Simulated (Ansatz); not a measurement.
**ClH₄NSi: a barrier at many levels of theory**

How high is the barrier of this step (Si1–H3 formed, Si1–N4 tightened, H3–N4 broken), and how far do cheaper methods land from CCSD(T)?

Program: Ansatz 0.2.0, Gaussian basis. Level of theory: single points in def2-TZVPP on PBE0-D4/def2-TZVP structures. These are calculated values, not measurements.

Levels: SPW92, PBE-D4, BLYP-D4, r2SCAN-D4, B97M-V, PBE0-D4, B3LYP-D4, r2SCAN0-D4, BHLYP-D4, CAM-B3LYP-D4, wB97X-V, wB97M-V, B2PLYP, PBE-QIDH, RPA on PBE, Hartree-Fock, MP2, CCSD, CCSD(T). The reference is CCSD(T) at the basis limit, from triple and quadruple zeta. Zero-point energies come from PBE0-D4 vibrations.

Correlated methods freeze the cores. B3LYP uses VWN-RPA correlation. B2PLYP carries no dispersion term here.

13 further runs of the same task are left out: 13 set aside as unsound or not needed.

## 1. Start, saddle and end, as given

Charge 0, multiplicity 1. The folders r, ts and p hold the start, the saddle and the end; their coordinates stand in the first inputs.

```tsv
pair	r (Å)	ts (Å)	p (Å)
Si1–H3	2.590	1.632	1.478
Si1–N4	2.033	1.854	1.701
H3–N4	1.016	1.364	2.582
```

## 2. wB97M-V/def2-TZVPP

Contents of r/in.yaml:

```yaml
crystal:
  periodic: [false, false, false]
  atoms:
    - {symbol: Si, position_ang: [-0.456357, -0.704586, -1.093017]}
    - {symbol: Cl, position_ang: [1.155592, -1.937059, -0.361405]}
    - {symbol: H, position_ang: [-0.629752, 1.439556, 0.348913]}
    - {symbol: N, position_ang: [0.109486, 0.758728, 0.200472]}
    - {symbol: H, position_ang: [-1.463761, -1.134194, -0.027187]}
    - {symbol: H, position_ang: [0.926406, 1.242530, -0.157976]}
    - {symbol: H, position_ang: [0.358187, 0.334922, 1.090199]}
basis:
  gaussian: {orbitals: def2-TZVPP}
hamiltonian: {xc: {name: wB97M-V}}
```

Contents of ts/in.yaml:

```yaml
crystal:
  periodic: [false, false, false]
  atoms:
    - {symbol: Si, position_ang: [-0.398556, -0.536965, -0.740517]}
    - {symbol: Cl, position_ang: [1.082029, -1.976169, -1.039391]}
    - {symbol: H, position_ang: [-0.575776, 1.077468, -0.581795]}
    - {symbol: N, position_ang: [0.194781, 0.721366, 0.485427]}
    - {symbol: H, position_ang: [-1.391902, -1.219986, 0.141116]}
    - {symbol: H, position_ang: [1.035982, 1.228679, 0.242354]}
    - {symbol: H, position_ang: [0.053243, 0.705505, 1.492806]}
basis:
  gaussian: {orbitals: def2-TZVPP}
hamiltonian: {xc: {name: wB97M-V}}
```

Contents of p/in.yaml:

```yaml
crystal:
  periodic: [false, false, false]
  atoms:
    - {symbol: Si, position_ang: [-0.360067, -0.297045, -0.427548]}
    - {symbol: Cl, position_ang: [0.946529, -1.739904, -1.136099]}
    - {symbol: H, position_ang: [-0.723107, 0.527074, -1.599611]}
    - {symbol: N, position_ang: [0.272457, 0.727060, 0.774009]}
    - {symbol: H, position_ang: [-1.504392, -1.037183, 0.144656]}
    - {symbol: H, position_ang: [0.946943, 1.436328, 0.535278]}
    - {symbol: H, position_ang: [0.421440, 0.383567, 1.709316]}
basis:
  gaussian: {orbitals: def2-TZVPP}
hamiltonian: {xc: {name: wB97M-V}}
```

The command line of these runs was not kept.

Further steps of the session: CCSD(T)/def2-TZVPP; MP2/def2-QZVPP; Vibrations of the start structure; Vibrations of the end structure.

What does the calculation give? Wanted: barrier, CCSD(T)/CBS; reverse barrier, CCSD(T)/CBS; step energy, CCSD(T)/CBS; barrier with zero-point energy; step energy with zero-point energy; imaginary mode at the saddle; largest T1 diagnostic.

**Answer**, as computed:

| quantity | value |
| --- | --- |
| barrier, CCSD(T)/CBS | 167.4 kJ/mol |
| reverse barrier, CCSD(T)/CBS | 315.8 kJ/mol |
| step energy, CCSD(T)/CBS | -148.4 kJ/mol |
| barrier with zero-point energy | 150.9 kJ/mol |
| step energy with zero-point energy | -157.7 kJ/mol |
| imaginary mode at the saddle | 1549i cm⁻¹ |
| largest T1 diagnostic | 0.013 |

What this shows: The functionals run from PBE-QIDH, off by +0.1 kJ/mol, to SPW92, off by -42.4 kJ/mol, against CCSD(T)/CBS. Mean unsigned error by rung: LDA 42.4, GGA 23.9, meta-GGA 17.0, hybrid 10.1, range-separated hybrid 2.6, double hybrid 2.1 kJ/mol. PBE-D4 gives a barrier 28.9 kJ/mol too low, outside chemical accuracy (1 kcal/mol, 4.2 kJ/mol). Every functional without exact exchange puts the barrier too low, the usual mark of self-interaction error, which favours the spread-out density of a saddle. The barrier rises with the share of exact exchange, from BLYP-D4 through B3LYP-D4 to BHLYP-D4 (-18.8, -5.1, +17.7 kJ/mol). Hartree-Fock, with no correlation, is off by +56.2 kJ/mol. Zero-point motion lowers the barrier by 16.5 kJ/mol. The restricted Hartree–Fock reference is unstable towards an unrestricted one at one or more of these structures.
